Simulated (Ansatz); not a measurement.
# BH4⁺, singlet: the ladder up to full CI

All five atoms lie in one plane.

Geometry: a point of a breathe scan, not a stationary point.

```xyz
5

B     0.0000    0.0000    0.0000
H    -0.0268    1.4799    1.4600
H    -0.0366   -1.4602    1.4795
H     0.0366    1.4602   -1.4795
H     0.0268   -1.4799   -1.4600
```

Basis cc-pVDZ; Ansatz 0.2.0. Only valence electrons are correlated (noble-gas cores frozen), which leaves 6 electrons in 33 orbitals. R marks a restricted (for open shells ROHF) determinant, U an unrestricted one.

Full CI is exact within this basis and frozen core; it isn't the basis-set limit. The frozen core follows each run's orbitals, which can shift R against U totals by a few meV.

Unrestricted rows (U) aren't spin-pure: their determinants' ⟨S²⟩ exceeds S(S+1) by up to 1.92, so they mix in states of higher spin.

The UHF ⟨S²⟩ is 1.919, the T1 diagnostic (RCCSD) is 0.0600 and the largest doubles amplitude (RCCSD) is 0.273.

Q: From what is known of these methods and the diagnostics, rank them by the size of their error in total energy against full CI in cc-pVDZ, smallest first (an estimate: the text doesn't fix the numbers).
A. UCCSD
B. UCCSDT
C. BCCD(T)
D. UCCSD(T)
E. RCCSDT(Q)

A: E (0.14 kcal/mol), C (1.04 kcal/mol), B (1.61 kcal/mol), D (8.42 kcal/mol), A (11.91 kcal/mol).

All errors are against full CI in cc-pVDZ. Below it: RCCSDT(Q). With T1 at 0.060 and a doubles amplitude of 0.27 one determinant is a poor start. Within each family the higher level lies nearer, as is usual though not guaranteed.

The program itself flagged as in doubt: UCCSD(T), UCCSD.

The full-CI state has the irrep Ag of D2h, in the program's axes (one component, if the state is degenerate).

Its occupations show that no single determinant describes this state well.

Natural occupations of full CI about the gap: 1.885 1.605 1.605 0.467 0.282 0.053 0.053 0.028 0.004 0.003; effectively unpaired electrons, Σ n²(2−n)², 1.62.
